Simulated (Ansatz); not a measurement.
Reaction (atomization): `C=C(C)OC` → 4 C• + 8 H• + O•

Gas-phase electronic energies from Ansatz, PBE0-D4/def2-TZVP geometries. CBS: MP2 limit from def2 TZ/QZ plus the TZ coupled-cluster correction, frozen cores. This one scheme is used for every species, atoms too. DFT in def2-TZVPP. HSE06 is defined as in plane-wave codes. No spin–orbit coupling; open shells (•) take unrestricted orbitals. Spin–orbit coupling would lower the free atoms: a little for C, O. One conformer a species, not always the lowest.

`C=C(C)OC`:

Z-matrix (Å, degrees):
```
C
C 1 1.489
H 1 1.093 2 110.2
H 1 1.093 2 110.2 3 118.2
H 1 1.089 2 110.9 3 -120.9
O 2 1.352 1 110.2 3 -59.1
C 2 1.334 1 124.5 3 121.0
C 6 1.406 2 117.2 1 -180.0
H 7 1.081 2 119.2 1 0.0
H 7 1.081 2 123.3 1 180.0
H 8 1.096 6 111.2 2 -60.8
H 8 1.089 6 106.5 2 -180.0
H 8 1.095 6 111.2 2 60.8
```

Problem. What is ΔE at CCSD(T)/CBS? (Estimate.)

Solution. The calculation gave: +5236.6 kJ/mol.

Problem. What do these levels give: revPBE-D4, r2SCAN0-D4, HSE06-D4, ωB97M-V, B2PLYP, BLYP, PBE0, BHLYP, LC-ωPBE, MP2/def2-SVP, CCSD(T)/def2-TZVPP, HF/CBS(def2)? (An estimate is asked.)

Solution. Computed: revPBE-D4 5242.2, r2SCAN0-D4 5185.5, HSE06-D4 5279.1, ωB97M-V 5254.8, B2PLYP 5196.7, BLYP 5193.9, PBE0 5256.8, BHLYP 5071.7, LC-ωPBE 5235.0, MP2/def2-SVP 5070.9, CCSD(T)/def2-TZVPP 5118.1, HF/CBS(def2) 3867.6 kJ/mol.

Largest T1 diagnostic among the species: 0.012.

The D4 term adds +34.7 kJ/mol with B3LYP and +18.3 kJ/mol with PBE0; it sums over pairs of atoms, weighted by their polarisabilities, and B3LYP, whose exchange is more repulsive, gets the larger term. From PBE to PBE0 (25 % exact exchange), in def2-TZVPP and without D4, ΔE moves by −91.1 kJ/mol: exact exchange takes away binding that semilocal exchange gives to molecules. In def2-TZVPP, CCSD(T) changes the Hartree–Fock value by +1256.3 kJ/mol (the triples alone add +74.6 kJ/mol) and MP2 by +1331.4 kJ/mol; breaking electron pairs costs correlation energy, which Hartree–Fock lacks.

B3LYP here is the variant with VWN-RPA as its local correlation; programs differ in this.

For atomizations the MP2-based limit and the directly extrapolated one differ by several kJ/mol either way, and by 10 to 25 for some Ge, Se and Sn compounds, so smaller differences from it don't rank the levels.
